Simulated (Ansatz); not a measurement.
**SO2 (sulfur dioxide): levels of theory compared**

Aim: a comparison of 6 runs (UHF/STO-3G, CAM-B3LYP/STO-3G, HSE06/STO-3G, PBE/STO-3G, MP2/STO-3G, FCI/STO-3G) of SO2 (sulfur dioxide). 

The results are computed with Ansatz 0.2.0.

47 further runs of the same task are left out: 20 that didn't finish, 27 set aside as unsound or not needed.

### 1 The system as given

SO2 has 3 atoms, charge 0, and is taken as a singlet. As SMILES, `O=S=O`. The O3–S2 distance was set to 2.151 Å, away from the relaxed value.

Bond lengths: O1–S2 1.434 Å. A long bond or contact: S2–O3 2.151 Å.

### 2 A single-point energy at UHF/STO-3G (run 1)

The input, input.yaml:

```yaml
crystal:
  periodic: [false, false, false]
  atoms:
    - {symbol: O, position_ang: [-1.175342, 1.315874, -0.494484]}
    - {symbol: S, position_ang: [0.074938, 1.057634, 0.158656]}
    - {symbol: O, position_ang: [0.690220, -1.001060, 0.264960]}
basis:
  gaussian:
    orbitals: STO-3G
magnetization:
  spin_polarized: true
hamiltonian:
  xc: hf
accuracy: high
```

Command:

```bash
$ ansatz run input.yaml --threads 1 --pin off --max-ram 2610MiB --events-out events.jsonl --progress --plain --runs-dir runs
```

Log:

```text
Warning: RAYON_NUM_THREADS=1 ignored (pool sized by the plan → 1); use --threads N
Functional definition: HF
  name "HF"
  exchange = exact_x
  correlation = 0
325 factors; integrals over basis functions are off by at most 4.3e-8 eV
mean field evaluation 1: about -14687.4983 eV, gradient 3.5e1 eV
mean field evaluation 2: about -14687.5623 eV, gradient 3.5e1 eV
mean field evaluation 4: about -14696.4496 eV, gradient 4.0e1 eV
mean field evaluation 8: about -14709.6615 eV, gradient 1.1e0 eV
mean field evaluation 16: about -14709.6733 eV, gradient 3.9e-2 eV
mean field evaluation 32: about -14709.9247 eV, gradient 1.7e0 eV
mean field evaluation 64: about -14711.5590 eV, gradient 1.5e0 eV
mean field evaluation 96: about -14708.4405 eV, gradient 2.3e0 eV
mean field evaluation 128: about -14700.1821 eV, gradient 9.2e0 eV
mean field evaluation 160: about -14712.4152 eV, gradient 9.9e-1 eV
mean field evaluation 192: about -14712.9292 eV, gradient 2.8e0 eV
mean field evaluation 224: about -14707.0219 eV, gradient 1.7e1 eV
mean field evaluation 256: about -14714.1915 eV, gradient 1.6e-1 eV
mean field evaluation 288: about -14712.1832 eV, gradient 1.5e0 eV
mean field evaluation 320: about -14525.5620 eV, gradient 9.5e1 eV
mean field evaluation 352: about -14711.4326 eV, gradient 1.0e-3 eV
mean field evaluation 384: about -14700.7898 eV, gradient 1.7e1 eV
mean field -14714.25637879 eV, -540.7389482394 hartree, gradient 1.0e-8 eV, S^2 1.812886; 14 other end points of the search recorded, 0 dependent functions left out
reference -14714.25637879 eV, -540.7389482394 hartree; 16, 16 occupied and 3, 3 virtual orbitals, 325 factors
Total energy: -14714.25637879 eV, -540.7389482394 hartree
```

Run time: 0.99 s. Hardware: 1 thread of AMD EPYC 7R43 (Zen 3), shared host.

### 3 The energy at CAM-B3LYP/STO-3G (run 2)

The input, run.yaml:

```yaml
crystal:
  periodic: [false, false, false]
  atoms:
    - {symbol: O, position_ang: [-1.175342, 1.315874, -0.494484]}
    - {symbol: S, position_ang: [0.074938, 1.057634, 0.158656]}
    - {symbol: O, position_ang: [0.690220, -1.001060, 0.264960]}
basis:
  gaussian:
    orbitals: STO-3G
hamiltonian:
  xc: {name: CAM-B3LYP}
accuracy: high
```

Command:

```bash
$ ansatz run run.yaml --threads 1 --pin off --max-ram 2610MiB --events-out events.jsonl --progress --plain --runs-dir runs
```

Log:

```text
Warning: RAYON_NUM_THREADS=1 ignored (pool sized by the plan → 1); use --threads N
Functional definition: CAM-B3LYP
  name "CAM-B3LYP"
  parameter alpha = 0.19
  parameter beta = 0.46
  parameter omega = 0.33/bohr
  parameter ac = 0.81
  exchange = (1 - alpha - beta)*b88_x + beta*b88_x_sr(omega) + alpha*exact_x + beta*exact_x_lr(omega)
  correlation = (1 - ac)*vwn5_c + ac*lyp_c
325 factors; integrals over basis functions are off by at most 4.3e-8 eV
134 factors; integrals over basis functions are off by at most 1.0e-9 eV
mean field evaluation 1: about -14721.3048 eV, gradient 5.5e1 eV
mean field evaluation 2: about -14530.7894 eV, gradient 7.5e1 eV
mean field evaluation 4: about -14668.2403 eV, gradient 1.2e2 eV
mean field evaluation 8: about -14742.0957 eV, gradient 6.5e-3 eV
mean field evaluation 16: about -14740.7832 eV, gradient 6.6e0 eV
mean field -14742.09138847 eV, -541.7618659779 hartree, gradient 2.3e-8 eV, S^2 0.000000; 1 other end points of the search recorded, 0 dependent functions left out
reference -14742.09139766 eV, -541.7618663157 hartree; 16, 16 occupied and 3, 3 virtual orbitals, 325 factors
Total energy: -14742.09139766 eV, -541.7618663157 hartree
```

Run time: 1.2 s. Hardware: 1 thread of AMD EPYC 7R43 (Zen 3), shared host; peak memory 0.1 GiB.

Runs 3 to 5 aren't shown in full; the table further down has their settings and results.

### 4 The energy at FCI/STO-3G (run 6)

The input, in.yaml:

```yaml
crystal:
  periodic: [false, false, false]
  atoms:
    - {symbol: O, position_ang: [-1.175342, 1.315874, -0.494484]}
    - {symbol: S, position_ang: [0.074938, 1.057634, 0.158656]}
    - {symbol: O, position_ang: [0.690220, -1.001060, 0.264960]}
basis:
  gaussian:
    orbitals: STO-3G
correlation:
  method: fci
  frozen_orbitals: {O: 1, S: 5}
accuracy: high
```

Command:

```bash
$ ansatz run in.yaml --threads 1 --pin off --max-ram 2610MiB --events-out events.jsonl --progress --plain --runs-dir runs
```

Log (excerpt; [...] marks lines left out):

```text
Warning: RAYON_NUM_THREADS=1 ignored (pool sized by the plan → 1); use --threads N
[... 2 set-up lines as earlier in the session ...]
[...]
325 factors; integrals over basis functions are off by at most 4.3e-8 eV
[...]
mean field -14709.65113928 eV, -540.5697088090 hartree, gradient 1.8e-8 eV, S^2 0.000000; 11 other end points of the search recorded, 0 dependent functions left out; unrestricted orbitals would lower it
[...]
determinant -14709.65113928 eV, -540.5697088090 hartree, with singles and doubles -14713.42424859 eV, -540.7083680186 hartree
determinant -14708.63978156 eV, -540.5325420982 hartree, with singles and doubles -14712.49966379 eV, -540.6743901540 hartree
determinant -14708.20814268 eV, -540.5166796620 hartree, with singles and doubles -14711.54021389 eV, -540.6391310203 hartree
unrestricted determinant -14712.77558961 eV, -540.6845302405 hartree, S^2 1.7204
7 core orbitals not correlated: weight in the atoms' cores, before any rotation towards them, 1.000 or more for the frozen orbitals, at most 0.000 for the correlated occupied ones
reference -14709.65113928 eV, -540.5697088090 hartree; 9, 9 occupied and 3, 3 virtual orbitals, 325 factors
state -14716.93519424 eV, -540.8373928915 hartree
Total energy: -14716.93519424 eV, -540.8373928915 hartree
```

It took 1.1 s on 1 thread of AMD EPYC 7R43 (Zen 3), shared host.

### 5 Overview of the runs

| run | level | frozen core orbitals | energy (Eh) | wall time |
| --- | --- | --- | --- | --- |
| 1 | UHF/STO-3G | – | -540.738948 | 0.99 s |
| 2 | CAM-B3LYP/STO-3G | – | -541.761866 | 1.2 s |
| 3 | HSE06/STO-3G | – | -541.587338 | 1.4 s |
| 4 | PBE/STO-3G | – | -541.589312 | 1.6 s |
| 5 | MP2/STO-3G | 7 | -540.686086 | 0.61 s |
| 6 | FCI/STO-3G | 7 | -540.837393 | 1.1 s |

### 6 Results

| quantity | value |
| --- | --- |
| run 6: total energy | -540.83739 Eh |
| run 6: correlation energy (7 core orbitals frozen) | -267.7 mEh |

Against full CI in this basis: UHF +98.4 mEh; MP2 +151.3 mEh. Totals of different functionals can't be ranked against each other. In run 5 the log says that unrestricted orbitals would lower the reference, so the values rest on an unstable closed-shell determinant (other closed-shell runs at this shape may share the fault). In runs 1, 2, 3, 4, 5, 6 the basis is minimal, so the values are rough. Spin contamination of the reference: run 1 ⟨S²⟩ = 1.81. Where it is this large, the reference is a mixture of spin states, and values that rest on it are in doubt. All runs together took 6.8 s, the longest 1.6 s.
